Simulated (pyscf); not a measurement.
H₃C–CH₂–SiH₃ (SMILES CC[SiH3]) + CH₃• (SMILES [CH3]) -> H₃C–CH₃ (SMILES CC) + •H₂C–SiH₃ (SMILES [CH2][SiH3]), a substitution at C (doublet surface; C–C broken, C–C formed). Single points on ωB97X-D3(BJ)/def2-SVP structures (PySCF, gas phase). Energies in kcal/mol from the separated reactants.

Small-basis levels: PySCF, no dispersion term, spherical d functions. AM1 to PM7: differences of heats of formation from MOPAC, which are fitted to 298 K values and so differ in kind from electronic energies by zero-point and thermal terms. GFN2-xTB: tblite. Open shells are spin-unrestricted. 

```csv
level,barrier,reaction energy
HF/3-21G,58.2,-4.3
HF/6-31G*,64.0,-6.6
MP2/6-31G*,55.3,-4.5
BP86/6-31G*,38.2,-6.9
PBE/6-31G*,37.4,-6.6
B3LYP/LANL2DZ,45.8,-5.4
B3LYP/6-31G*,44.4,-7.0
M06-2X/6-31G*,44.9,-5.6
B3LYP/6-311+G**,45.2,-5.9
B3LYP/def2-SVP,45.9,-6.2
GFN2-xTB,(withheld),-8.1
AM1,52.9,-8.0
ωB97M-D3(BJ)/def2-TZVP,(withheld),-4.8
```

Question: What belongs in the gaps?

Answer: 
- GFN2-xTB, barrier: 33.0
- ωB97M-D3(BJ)/def2-TZVP, barrier: 46.7

Against the last row the barrier runs from -13.7 (GFN2-xTB) to +17.2 kcal/mol (HF/6-31G*). ωB97M-D3(BJ)/def2-TZVP has limits of its own. The same reactants have a lower exit, to H₃C–CH₂–SiH₂• + CH₄ (barrier +8.4 kcal/mol at ωB97M-D3(BJ)/def2-TZVP, against +46.7 kcal/mol here). H₃C–CH₂–SiH₃ lies 12.8 kcal/mol over its isomer H₃C–SiH₂–CH₃ (electronic energy, ωB97M-D3(BJ)/def2-TZVP). •H₂C–SiH₃ lies 10.6 kcal/mol over its isomer H₃C–SiH₂• (electronic energy, ωB97M-D3(BJ)/def2-TZVP). This is the saddle that the search found; another between the same sides may lie lower. The angle at the attacked C is 179°.
